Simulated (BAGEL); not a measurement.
**CH7AlSi (SMILES [CH3][AlH][SiH3]): a chain of runs**

Aim: a single-point energy (HF/def2-SV(P)), then the energy (NEVPT2(2,2)/def2-SV(P)), then a single-point energy (CASPT2(2,2)/def2-SV(P)) of CH7AlSi. 

The results are computed with BAGEL 1.2.2.

2 further runs of the same task are left out: 2 set aside as unsound or not needed.

## 1. The structure to begin with

The species is CH7AlSi (10 atoms), meant as a singlet with charge 0. SMILES: `[CH3][AlH][SiH3]`. One bond was lengthened or shortened from a relaxed shape.

Bond lengths: C1–Al2 1.953 Å, Al2–Si3 2.461 Å, C1–H4 1.096 Å, C1–H5 1.092 Å, C1–H6 1.096 Å, Al2–H7 1.593 Å, Si3–H8 1.270 Å, Si3–H9 1.494 Å, Si3–H10 1.490 Å. Some angles: C1–Al2–Si3 120.6°, C1–Al2–H7 118.9°, Si3–Al2–H7 120.4°, Al2–C1–H4 110.5°, Al2–C1–H5 113.7°, Al2–C1–H6 110.2°, Al2–Si3–H8 110.9°, Al2–Si3–H9 110.7°, Al2–Si3–H10 114.1°, H4–C1–H5 108.0°.

## 2. A single-point energy at HF/def2-SV(P) (density fitting with svp-jkfit) (run 1)

The input, input.json:

```json
{ "bagel" : [

{
  "title" : "molecule",
  "basis" : "def2-sv_p_.json",
  "df_basis" : "svp-jkfit",
  "angstrom" : true,
  "geometry" : [
    { "atom" : "C", "xyz" : [   -1.552436,    0.781131,   -0.778058 ] },
    { "atom" : "Al", "xyz" : [    0.285064,    0.123431,   -0.706558 ] },
    { "atom" : "Si", "xyz" : [    1.037664,   -1.293369,    1.159742 ] },
    { "atom" : "H", "xyz" : [   -2.033236,    0.473231,   -1.713158 ] },
    { "atom" : "H", "xyz" : [   -2.174636,    0.438031,    0.050942 ] },
    { "atom" : "H", "xyz" : [   -1.562036,    1.876931,   -0.776058 ] },
    { "atom" : "H", "xyz" : [    1.292864,    0.523131,   -1.873358 ] },
    { "atom" : "H", "xyz" : [    0.334900,   -2.347600,    1.241000 ] },
    { "atom" : "H", "xyz" : [    0.876164,   -0.581069,    2.462842 ] },
    { "atom" : "H", "xyz" : [    2.462564,   -1.719669,    1.064742 ] }
  ]
},
{ "title" : "hf" },
{ "title" : "print", "file" : "orbitals.molden", "orbitals" : true }

]}
```

The basis set def2-SV(P) is read from a file made from the Basis Set Exchange's data (not shown).

Command:

```sh
$ BAGEL_NUM_THREADS=1 BAGEL input.json > input.out
```

What it wrote:

```text
* using 1 threads per process

  ===============================================================
  ===============================================================

  *** Geometry ***

  { "atom" : "C", "xyz" : [     -2.933679,      1.476124,     -1.470317 ] },
  { "atom" : "Al", "xyz" : [      0.538693,      0.233251,     -1.335201 ] },
  { "atom" : "Si", "xyz" : [      1.960901,     -2.444113,      2.191595 ] },
  { "atom" : "H", "xyz" : [     -3.842259,      0.894277,     -3.237399 ] },
  { "atom" : "H", "xyz" : [     -4.109466,      0.827759,      0.096266 ] },
  { "atom" : "H", "xyz" : [     -2.951820,      3.546886,     -1.466537 ] },
  { "atom" : "H", "xyz" : [      2.443159,      0.988574,     -3.540134 ] },
  { "atom" : "H", "xyz" : [      0.632869,     -4.436321,      2.345150 ] },
  { "atom" : "H", "xyz" : [      1.655710,     -1.098061,      4.654097 ] },
  { "atom" : "H", "xyz" : [      4.653572,     -3.249703,      2.012071 ] },

  Number of auxiliary basis functions:      457

  Since a DF basis is specified, we compute 2- and 3-index integrals:
    o Being stored without compression. Storage requirement is 0.015 GB

  Number of basis functions:       64
  Number of electrons      :       40

    * METHOD: MOLECULE                             0.15

  *** RHF ***

  === Nuclear Repulsion ===
   128.8573891664

      * DIIS with orbital gradients will be used.

  === RHF iteration (def2-sv_p_.json) ===
      0       -572.41951218          0.01573775           0.03
      1       -572.51939470          0.00708113           0.03
      2       -572.53868079          0.00151140           0.03
      3       -572.54013285          0.00015052           0.03
      4       -572.54015244          0.00002726           0.03
      5       -572.54015308          0.00000645           0.03
      6       -572.54015312          0.00000175           0.03
      7       -572.54015313          0.00000038           0.03
      8       -572.54015313          0.00000012           0.03
      9       -572.54015313          0.00000005           0.03
     10       -572.54015313          0.00000001           0.03
     11       -572.54015313          0.00000000           0.03
    * SCF iteration converged.

    * Permanent dipole moment:
           (    0.354170,    -0.108366,     0.195544) a.u.

    * METHOD: HF                                   0.48

    * METHOD: PRINT                                0.01

  ===============================================================
```

Wall time 0.89 s (1 thread of Arm Neoverse V2, shared host); peak memory 0.14 GiB.

## 3. The energy at NEVPT2(2,2)/def2-SV(P) (density fitting with svp-jkfit) (run 2)

The input, job.json:

```json
{ "bagel" : [

{
  "title" : "molecule",
  "basis" : "def2-sv_p_.json",
  "df_basis" : "svp-jkfit",
  "angstrom" : "true",
  "geometry" : [
    { "atom" : "C", "xyz" : [   -1.552436,    0.781131,   -0.778058 ] },
    { "atom" : "Al", "xyz" : [    0.285064,    0.123431,   -0.706558 ] },
    { "atom" : "Si", "xyz" : [    1.037664,   -1.293369,    1.159742 ] },
    { "atom" : "H", "xyz" : [   -2.033236,    0.473231,   -1.713158 ] },
    { "atom" : "H", "xyz" : [   -2.174636,    0.438031,    0.050942 ] },
    { "atom" : "H", "xyz" : [   -1.562036,    1.876931,   -0.776058 ] },
    { "atom" : "H", "xyz" : [    1.292864,    0.523131,   -1.873358 ] },
    { "atom" : "H", "xyz" : [    0.334900,   -2.347600,    1.241000 ] },
    { "atom" : "H", "xyz" : [    0.876164,   -0.581069,    2.462842 ] },
    { "atom" : "H", "xyz" : [    2.462564,   -1.719669,    1.064742 ] }
  ]
},
{
  "title" : "hf"
},
{
  "title" : "casscf",
  "nstate" : 1,
  "nact" : 2,
  "nclosed" : 19,
  "active" : [13, 25],
  "maxiter" : 200,
  "natocc" : "true"
},
{
  "title" : "nevpt2",
  "nstate" : 1,
  "nact" : 2,
  "nclosed" : 19,
  "active" : [13, 25],
  "maxiter" : 200,
  "natocc" : "true",
  "ncore" : 11
},
{
  "title" : "print",
  "file" : "orbitals.molden",
  "orbitals" : "true"
}

]}
```

The basis set def2-SV(P) is read from a file made from the Basis Set Exchange's data (not shown).

Command:

```sh
$ BAGEL_NUM_THREADS=1 BAGEL job.json > job.out
```

What it wrote:

```text
* using 1 threads per process

  ===============================================================
  ===============================================================

  *** Geometry ***

  { "atom" : "C", "xyz" : [     -2.933679,      1.476124,     -1.470317 ] },
  { "atom" : "Al", "xyz" : [      0.538693,      0.233251,     -1.335201 ] },
  { "atom" : "Si", "xyz" : [      1.960901,     -2.444113,      2.191595 ] },
  { "atom" : "H", "xyz" : [     -3.842259,      0.894277,     -3.237399 ] },
  { "atom" : "H", "xyz" : [     -4.109466,      0.827759,      0.096266 ] },
  { "atom" : "H", "xyz" : [     -2.951820,      3.546886,     -1.466537 ] },
  { "atom" : "H", "xyz" : [      2.443159,      0.988574,     -3.540134 ] },
  { "atom" : "H", "xyz" : [      0.632869,     -4.436321,      2.345150 ] },
  { "atom" : "H", "xyz" : [      1.655710,     -1.098061,      4.654097 ] },
  { "atom" : "H", "xyz" : [      4.653572,     -3.249703,      2.012071 ] },

  Number of auxiliary basis functions:      457

  Since a DF basis is specified, we compute 2- and 3-index integrals:
    o Being stored without compression. Storage requirement is 0.015 GB

  Number of basis functions:       64
  Number of electrons      :       40

    * METHOD: MOLECULE                             0.15

  *** RHF ***

  === Nuclear Repulsion ===
   128.8573891664

      * DIIS with orbital gradients will be used.

  === RHF iteration (def2-sv_p_.json) ===
      0       -572.41951218          0.01573775           0.03
      1       -572.51939470          0.00708113           0.03
      2       -572.53868079          0.00151140           0.03
      3       -572.54013285          0.00015052           0.03
      4       -572.54015244          0.00002726           0.03
      5       -572.54015308          0.00000645           0.03
      6       -572.54015312          0.00000175           0.03
      7       -572.54015313          0.00000038           0.03
      8       -572.54015313          0.00000012           0.03
      9       -572.54015313          0.00000005           0.03
     10       -572.54015313          0.00000001           0.03
     11       -572.54015313          0.00000000           0.03
    * SCF iteration converged.

    * Permanent dipole moment:
           (    0.354170,    -0.108366,     0.195544) a.u.

    * METHOD: HF                                   0.48

  ---------------------------
      CASSCF calculation
  ---------------------------

    ==== Active orbitals : =====
         Orbital 13
         Orbital 25
    ============================

    * nstate   :      1
    * nclosed  :     19
    * nact     :      2
    * nvirt    :     43
  === CASSCF iteration (def2-sv_p_.json) ===

    * Using the second-order algorithm

      0  0      -572.54047665     6.23e-05      0.01

      1  0      -572.54067027     6.19e-05      0.14

      2  0      -572.54095697     7.74e-05      0.15

      3  0      -572.54152134     1.10e-04      0.17

      4  0      -572.54374317     2.24e-04      0.16

      5  0      -572.54612303     3.17e-04      0.16

      6  0      -572.54957323     1.44e-03      0.16

      7  0      -572.55093577     1.31e-04      0.18

      8  0      -572.55095504     3.81e-05      0.18

      9  0      -572.55095565     1.18e-05      0.19

     10  0      -572.55095568     3.28e-06      0.19

     11  0      -572.55095569     8.76e-07      0.19

     12  0      -572.55095569     2.31e-07      0.20

     13  0      -572.55095569     6.04e-08      0.18

     14  0      -572.55095569     1.58e-08      0.17

     15  0      -572.55095569     4.14e-09      0.15

    * Second-order optimization converged. *

     guess   0:   closed 1.                   open ..

  === FCI iteration ===

      0  0      -572.54007309     6.93e-02      0.00
      1  0      -572.55095213     9.45e-04      0.00
      2  0 *    -572.55095569     7.96e-16      0.00

     * ci vector, state   0, <S^2> = 0.0000
       2.     0.9969295193
       .2    -0.0783041090

    * METHOD: CASSCF                               2.65

    * freezing 11 orbitals

  === DF-NEVPT2 calculation ===

    * 3-index integral transformation done
    * assembly done

      NEVPT2 correlation energy:   -0.2492877781      0.06

          (+0)     -0.2259672914
          (+0)'    -0.0030138867
          (+1)     -0.0026947267
          (+1)'    -0.0000000000
          (+2)     -0.0001631923
          (-1)     -0.0130299315
          (-1)'     0.0000000000
          (-2)     -0.0044187496

      NEVPT2 total energy:       -572.8002434645

    * METHOD: NEVPT2                               0.12

    * METHOD: PRINT                                0.01

  ===============================================================
```

Wall time 3.9 s (1 thread of Arm Neoverse V2, shared host); peak memory 0.14 GiB.

## 4. A single-point energy at CASPT2(2,2)/def2-SV(P) (density fitting with svp-jkfit) (run 3)

The input, input.json:

```json
{ "bagel" : [

{
  "title" : "molecule",
  "basis" : "def2-sv_p_.json",
  "df_basis" : "svp-jkfit",
  "angstrom" : "true",
  "geometry" : [
    { "atom" : "C", "xyz" : [      -1.552436,       0.781131,      -0.778058 ] },
    { "atom" : "Al", "xyz" : [       0.285064,       0.123431,      -0.706558 ] },
    { "atom" : "Si", "xyz" : [       1.037664,      -1.293369,       1.159742 ] },
    { "atom" : "H", "xyz" : [      -2.033236,       0.473231,      -1.713158 ] },
    { "atom" : "H", "xyz" : [      -2.174636,       0.438031,       0.050942 ] },
    { "atom" : "H", "xyz" : [      -1.562036,       1.876931,      -0.776058 ] },
    { "atom" : "H", "xyz" : [       1.292864,       0.523131,      -1.873358 ] },
    { "atom" : "H", "xyz" : [       0.334900,      -2.347600,       1.241000 ] },
    { "atom" : "H", "xyz" : [       0.876164,      -0.581069,       2.462842 ] },
    { "atom" : "H", "xyz" : [       2.462564,      -1.719669,       1.064742 ] }
  ]
},

{ "title" : "hf" },

{ "title" : "casscf", "nstate" : 1, "nact" : 2, "nclosed" : 19, "active" : [13, 25], "maxiter" : 200, "natocc" : "true" },

{ "title" : "print", "file" : "orbitals.molden", "orbitals" : "true" },

{ "title" : "smith", "method" : "caspt2", "ms" : "true", "xms" : "true", "sssr" : "true", "shift" : 0.2, "shift_imag" : "true", "ncore" : 11 }

]}
```

The basis set def2-SV(P) is read from a file made from the Basis Set Exchange's data (not shown).

Command:

```sh
$ BAGEL_NUM_THREADS=1 BAGEL input.json > input.out
```

What it wrote:

```text
* using 1 threads per process

  ===============================================================
  ===============================================================

  *** Geometry ***

  { "atom" : "C", "xyz" : [     -2.933679,      1.476124,     -1.470317 ] },
  { "atom" : "Al", "xyz" : [      0.538693,      0.233251,     -1.335201 ] },
  { "atom" : "Si", "xyz" : [      1.960901,     -2.444113,      2.191595 ] },
  { "atom" : "H", "xyz" : [     -3.842259,      0.894277,     -3.237399 ] },
  { "atom" : "H", "xyz" : [     -4.109466,      0.827759,      0.096266 ] },
  { "atom" : "H", "xyz" : [     -2.951820,      3.546886,     -1.466537 ] },
  { "atom" : "H", "xyz" : [      2.443159,      0.988574,     -3.540134 ] },
  { "atom" : "H", "xyz" : [      0.632869,     -4.436321,      2.345150 ] },
  { "atom" : "H", "xyz" : [      1.655710,     -1.098061,      4.654097 ] },
  { "atom" : "H", "xyz" : [      4.653572,     -3.249703,      2.012071 ] },

  Number of auxiliary basis functions:      457

  Since a DF basis is specified, we compute 2- and 3-index integrals:
    o Being stored without compression. Storage requirement is 0.015 GB

  Number of basis functions:       64
  Number of electrons      :       40

    * METHOD: MOLECULE                             0.15

  *** RHF ***

  === Nuclear Repulsion ===
   128.8573891664

      * DIIS with orbital gradients will be used.

  === RHF iteration (def2-sv_p_.json) ===
      0       -572.41951218          0.01573775           0.03
      1       -572.51939470          0.00708113           0.03
      2       -572.53868079          0.00151140           0.03
      3       -572.54013285          0.00015052           0.03
      4       -572.54015244          0.00002726           0.03
      5       -572.54015308          0.00000645           0.03
      6       -572.54015312          0.00000175           0.03
      7       -572.54015313          0.00000038           0.03
      8       -572.54015313          0.00000012           0.03
      9       -572.54015313          0.00000005           0.03
     10       -572.54015313          0.00000001           0.03
     11       -572.54015313          0.00000000           0.03
    * SCF iteration converged.

    * Permanent dipole moment:
           (    0.354170,    -0.108366,     0.195544) a.u.

    * METHOD: HF                                   0.47

  ---------------------------
      CASSCF calculation
  ---------------------------

    ==== Active orbitals : =====
         Orbital 13
         Orbital 25
    ============================

    * nstate   :      1
    * nclosed  :     19
    * nact     :      2
    * nvirt    :     43
  === CASSCF iteration (def2-sv_p_.json) ===

    * Using the second-order algorithm

      0  0      -572.54047665     6.23e-05      0.01

      1  0      -572.54067027     6.19e-05      0.14

      2  0      -572.54095697     7.74e-05      0.15

      3  0      -572.54152134     1.10e-04      0.17

      4  0      -572.54374317     2.24e-04      0.16

      5  0      -572.54612303     3.17e-04      0.16

      6  0      -572.54957323     1.44e-03      0.16

      7  0      -572.55093577     1.31e-04      0.18

      8  0      -572.55095504     3.81e-05      0.18

      9  0      -572.55095565     1.18e-05      0.19

     10  0      -572.55095568     3.28e-06      0.19

     11  0      -572.55095569     8.76e-07      0.19

     12  0      -572.55095569     2.31e-07      0.20

     13  0      -572.55095569     6.04e-08      0.18

     14  0      -572.55095569     1.58e-08      0.17

     15  0      -572.55095569     4.14e-09      0.15

    * Second-order optimization converged. *

     guess   0:   closed 1.                   open ..

  === FCI iteration ===

      0  0      -572.54007309     6.93e-02      0.00
      1  0      -572.55095213     9.45e-04      0.00
      2  0 *    -572.55095569     7.96e-16      0.00

     * ci vector, state   0, <S^2> = 0.0000
       2.     0.9969295193
       .2    -0.0783041090

    * METHOD: CASSCF                               2.63

    * METHOD: PRINT                                0.01

  === SMITH program ===

    * freezing 11 orbitals

    * Approximate memory requirement for SMITH calulation per MPI process:
      o Storage requirement for T-amplitude, lambda, and residual is 0.01 GB
      o Storage requirement for MO integrals is 0.00 GB
    * Calculating and saving rdm4f

    * Zeroth order energy : state  0       -1.0937079054

    * CASPT2 iteration is performed using orthogonal basis

      -------------------------------------------  CASPT2 iteration  ---------------------------------------------------
       #      aibj      arbs      arbi      airj      risj      airs      arst      rist         Etot      error   time
      ------------------------------------------------------------------------------------------------------------------

       0  -0.22480  -0.00561  -0.01325  -0.00323  -0.00026  -0.00270  -0.00000  -0.00000   -0.2498490  0.0018597   0.02
       1  -0.22516  -0.00569  -0.01340  -0.00345  -0.00031  -0.00288   0.00000  -0.00000   -0.2508834  0.0004967   0.02
       2  -0.22519  -0.00568  -0.01342  -0.00348  -0.00031  -0.00288  -0.00000  -0.00000   -0.2509617  0.0001437   0.02
       3  -0.22519  -0.00568  -0.01342  -0.00347  -0.00032  -0.00288  -0.00000  -0.00000   -0.2509670  0.0000386   0.02
       4  -0.22519  -0.00568  -0.01342  -0.00347  -0.00032  -0.00288   0.00000  -0.00000   -0.2509674  0.0000094   0.02
       5  -0.22519  -0.00568  -0.01342  -0.00347  -0.00032  -0.00288  -0.00000   0.00000   -0.2509675  0.0000021   0.02
       6  -0.22519  -0.00568  -0.01342  -0.00347  -0.00032  -0.00288  -0.00000   0.00000   -0.2509675  0.0000006   0.02

      ------------------------------------------------------------------------------------------------------------------

    * CASPT2 energy : state  0     -572.8040609543
        w/o shift correction       -572.8019231473
        reference weight              0.9013860966

    * METHOD: SMITH                                0.23

  ===============================================================
```

Run time: 3.9 s. Hardware: 1 thread of Arm Neoverse V2, shared host; peak memory 0.14 GiB.

## 5. Results

| quantity | value |
| --- | --- |
| run 1, HF/def2-SV(P): total energy | -572.54015 Eh |
| run 1, HF/def2-SV(P): dipole moment | 1.06 D |
| run 1, HF/def2-SV(P): HOMO energy | -9.89 eV |
| run 1, HF/def2-SV(P): LUMO energy | 1.10 eV |
| run 1, HF/def2-SV(P): HOMO–LUMO gap | 10.99 eV |
| run 2, NEVPT2(2,2)/def2-SV(P): total energy | -572.80024 Eh |
| run 3, CASPT2(2,2)/def2-SV(P): total energy | -572.80406 Eh |
